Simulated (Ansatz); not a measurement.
Cost and result for the atomization energy of C2H2FNO, SMILES `N=C=C(O)F` (7 atoms, 6 bonds).

Charge 0, multiplicity 1. The geometry is a stationary point of PBE0-D4/def2-TZVP. It is one conformer, not always the lowest. Program: Ansatz. All runs use 2 threads of an Arm Neoverse V1 on a shared host. Times are those of one run each, without the atoms' runs, and a repeat can differ threefold. Electronic energies, without spin–orbit coupling; frozen cores. CCSD(T)/CBS adds CCSD(T) − MP2 in def2-TZVPP to the MP2 limit, and its time is that of the two runs behind it. T1 = 0.014.

CCSD(T)/CBS is a level of theory with its own doubt, some kJ/mol a heavy atom from the limit and from the frozen cores, so smaller differences don't rank the functionals.

```
                             level  functions  wall time  atomization (kJ/mol)  difference from CCSD(T)/CBS  per bond
            LDA (SPW92)/def2-TZVPP        183      1.1 s                3514.4                        656.2     109.4
                PBE0-D4/def2-TZVPP        183      2.3 s                2906.5                         48.3       8.1
               BHLYP-D4/def2-TZVPP        183      2.3 s                2689.7                       -168.5     -28.1
           CAM-B3LYP-D4/def2-TZVPP        183      2.7 s                2895.0                         36.8       6.1
                  CCSD(T)/def2-SVP         80      3.8 s                2682.2                       -176.0     -29.3
r2SCAN-D4/def2-TZVPP (with forces)        183        4 s                2889.7                         31.5       5.3
                 B2PLYP/def2-TZVPP        183      4.6 s                2848.4                         -9.8      -1.6
               PBE-QIDH/def2-TZVPP        183      4.8 s                2834.9                        -23.3      -3.9
                 B97M-V/def2-TZVPP        183        7 s                2877.2                         19.0       3.2
                ωB97X-V/def2-TZVPP        183        7 s                2877.0                         18.8       3.1
                    MP2/def2-QZVPP        345       17 s                2932.9                         74.7      12.5
                CCSD(T)/def2-TZVPP        183       75 s                2759.3                        -98.9     -16.5
                 CCSD(T)/CBS(def2)          –       92 s                2858.2                          0.0       0.0
```

In def2-TZVPP, CCSD(T) changes the Hartree–Fock value by +979.4 kJ/mol (the triples alone add +78.8 kJ/mol) and MP2 by +1094.4 kJ/mol; breaking electron pairs costs correlation energy, which Hartree–Fock lacks. From r2SCAN to r2SCAN0 (25 % exact exchange), in def2-TZVPP and without D4, the atomization energy moves by −113.3 kJ/mol: exact exchange takes away binding that semilocal exchange gives to molecules. At CCSD(T), def2-SVP lies −175.9 kJ/mol from the extrapolated value and def2-TZVPP −98.8 kJ/mol: correlation converges slowly with the basis, and small sets miss more of it in the bonded molecule than in its fragments.
